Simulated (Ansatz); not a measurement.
hcp Ru, treated with HSE06 (plane waves, PAW; Ansatz, a program for electronic structure).

Settings: plane-wave cutoff 500 eV, 6×6×1 k mesh (along the axes of the cell as run), Fermi–Dirac smearing 0.1 eV, scalar-relativistic PAW data made under PBE.

The cell is the one relaxed with r²SCAN.

**Question.** Predict the surface energy of the (11-20) face and work function of the (11-20) face.

**Answer.** 
- surface energy of the (11-20) face = 3.94 J/m²
- work function of the (11-20) face = 4.45 eV

Note: exact exchange on metals is sensitive to the k mesh and can open a false gap; the run warned that the count of filled bands differs between k points.

The slab of 16 atoms is relaxed and unreconstructed.

Computed values are for the static lattice.

It cost around 3 core-hours (rough) of CPU time.
